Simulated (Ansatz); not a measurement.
The parent structure is Ta in the bcc (W type) structure (space group Im-3m, No. 229).

```xyz
1
Lattice="-1.6410 1.6410 1.6410 1.6410 -1.6410 1.6410 1.6410 1.6410 -1.6410" Properties=species:S:1:pos:R:3 pbc="T T T"
Ta     0.0000     0.0000     0.0000
```

Calculations: Ansatz (a first-principles code) PBEsol, scalar-relativistic without spin-orbit coupling.

```csv
level,lattice parameter a
PBEsol,3.282 Å
```

Measured: lattice parameter a 3.299 Å (static lattice; corrected from measurement; as listed in Daniel Mejia-Rodriguez, S. B. Trickey, Phys. Rev. B (2018)).

Computed minus measured — lattice parameter a: PBEsol -0.5 %.

Stability against distortions was not tested. All final runs are without spin polarisation.
